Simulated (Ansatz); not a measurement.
This geometry of C2H6O (9 atoms, charge 0, multiplicity 1) is a first-order saddle point.

Computed with RKS B3LYP-D4/def2-SVP (Ansatz 0.2.0).

```xyz
9
Properties=species:S:1:pos:R:3
C -0.535 0.548 -0.419
C 0.280 -0.665 0.003
O 1.044 -0.446 1.174
H -1.118 0.342 -1.331
H 0.122 1.410 -0.627
H -1.245 0.840 0.374
H 0.959 -0.958 -0.821
H -0.398 -1.525 0.170
H 0.891 0.456 1.477
```

(1) Which two structures does it join? (They come from a converged band through this point; their orientation in space is the band's.)

(2) How far does it lie above each of them?

Results:

(1) No bond is made or broken. The dihedral C1–C2–O3–H9 goes from 59 to -61°. The two ends are copies of one structure, up to a mirror image or an exchange of like atoms.

Image 0:

```xyz
9
Properties=species:S:1:pos:R:3
C -0.539 0.573 -0.471
C 0.314 -0.603 -0.009
O 1.214 -0.259 1.024
H -1.189 0.288 -1.314
H 0.100 1.412 -0.789
H -1.192 0.934 0.344
H 0.935 -0.967 -0.843
H -0.342 -1.450 0.286
H 0.698 0.071 1.772
```

Image 10:

```xyz
9
Properties=species:S:1:pos:R:3
C -0.580 0.558 -0.444
C 0.218 -0.637 0.062
O 0.775 -0.427 1.343
H -1.048 0.343 -1.419
H 0.070 1.441 -0.577
H -1.372 0.826 0.273
H 0.997 -0.912 -0.681
H -0.442 -1.515 0.159
H 1.382 0.323 1.284
```

(2) 0.070 eV above the first and 0.070 eV above the second. This is the barrier of this one path; another mechanism may lie lower.

Run time: 78 s on 1 thread of AMD EPYC 7R43 64-Core Processor (Zen 3) (shared host), peak memory 0.15 GiB.
